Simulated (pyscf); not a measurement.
**Four-centre exchange: `[O]=[SiH2]` + `[ClH]` -> `[O]=[SiH][Cl]` + `[H][H]`**

Gas phase, singlet surface, charge 0. Bonds broken: Si2–H3, Cl5–H6. Bonds formed: Si2–Cl5, H3–H6. PySCF, gas phase, ωB97X-D3(BJ)/def2-SVP geometries.

Transition state (Å):

```xyz
6

O      1.7210    -0.9190    -0.4440
Si     0.3973    -0.1666    -0.5358
H      0.4311     1.4216    -0.8402
H     -0.8929    -0.5621    -1.1359
Cl    -0.4257     0.7623     1.4397
H      0.0307     1.4940     0.1919
```

One imaginary mode, 1153i cm⁻¹; descent along it reached the two sides named, in the forms told below.

```
bond     change  reactant side (Å)  saddle  product side
-------  ------  -----------------  ------  ------------
Si2–H3   breaks              1.486   1.617           2.7
Cl5–H6   breaks              1.313   1.517           3.1
Si2–Cl5   forms                2.8   2.333         2.033
H3–H6     forms                3.3   1.109         0.762
```

Electronic energies relative to the separated reactants (kcal/mol):

```
level                   barrier  reaction energy  reverse barrier
----------------------  -------  ---------------  ---------------
ωB97X-D3(BJ)/def2-TZVP     11.5            -24.4             35.9
PBE/def2-TZVP               5.2            -23.0             28.3
r²SCAN/def2-TZVP            6.0            -24.6             30.6
B3LYP-D3(BJ)/def2-TZVP     11.8            -22.6             34.4
PBE0-D3(BJ)/def2-TZVP       7.4            -22.8             30.2
M06-2X/def2-TZVP           12.3            -24.1             36.3
ωB97M-D3(BJ)/def2-TZVP     13.1            -22.2             35.3
HF/def2-TZVP               29.9            -18.5             48.4
```

With ωB97M-D3(BJ)/def2-TZVP energies and thermal terms (ideal gas, 1 atm, RRHO with modes under 100 cm⁻¹ raised to 100, one conformer, R ln 2 for chiral ones without a mode under 150 cm⁻¹), in kcal/mol:

```tsv
T (K)	ΔH‡	ΔG‡	ΔH	ΔG
298	12.7	22.1	-23.2	-22.1
600	12.4	31.7	-22.5	-21.2
900	12.6	41.4	-22.0	-20.6
1200	13.0	50.9	-21.8	-20.2
```

On the reactant side the descent ends in a bound adduct, 9.1 kcal/mol under the separated species and 20.6 kcal/mol under the saddle at ωB97X-D3(BJ)/def2-TZVP. O=SiH–Cl lies 15.5 kcal/mol over its isomer HO–Si:–Cl [singlet] (electronic energy, ωB97M-D3(BJ)/def2-TZVP). One saddle was located; it need not be the lowest between these sides.
